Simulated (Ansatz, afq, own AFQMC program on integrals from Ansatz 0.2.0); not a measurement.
# V, quartet in def2-TZVP, levels against full CI

A free V atom.

Basis def2-TZVP. Only valence electrons are correlated. Ansatz 0.2.0 and our own AFQMC program on the same integrals; the CISD trial comes from CCSD amplitudes, and released means the phaseless constraint is let go. Error bars are statistical, one sigma. The metal's outer-core s and p shells are frozen, which shifts wave-function levels against functionals.

Determinant: UHF, the one that the program's search chose, which needn't be the lowest solution.

Full CI on the same integrals is exact in this basis and with this determinant's frozen core.

Cautions: no relativity below Rb; outer-core shells of the metal frozen; the released energies are still falling, so no released level is given (meV from the phaseless value at times in 1/Eh: 2 ± 5 at 0.24, -3.1 ± 1.8 at 0.50, -6.1 ± 1.5 at 1.00, -8.9 ± 1.2 at 1.50).

The T1 diagnostic is 0.0238, the weight of the determinant in the CISD state is 0.923 and the ⟨S²⟩ of the determinant is 3.762. The size of the correlated space is 5 electrons in 36 orbitals.

| level | correlation energy (eV) |
| --- | --- |
| MP2 | -1.3254 |
| CCSD | -1.7309 |
| CCSD(T) | -1.7775 |

Task: Estimate where phaseless AFQMC with a CISD trial lies against CCSD(T) on the same integrals.

Result: 0.6 ± 0.09 kJ/mol below CCSD(T).

Reference: full CI, correlation energy -1.799 eV.

| level | E − E(reference) (kJ/mol) | share of correlation (%) |
| --- | --- | --- |
| CCSD(T) | 2.1 | 98.82 |
| CCSDT | 0.2 | 99.88 |
| CCSDT(Q) | 0.1 | 99.96 |
| CCSDTQ | 0.0 | 100.00 |
| ph-AFQMC/HF | 9.3 ± 1.1 | 94.62 |
| ph-AFQMC/CISD | 1.4 ± 0.09 | 99.18 |

CCSDT and higher add their correlation energy to the determinant of the CCSD(T) run, since their own runs factorise the integrals more tightly (a shift of under 2 meV).
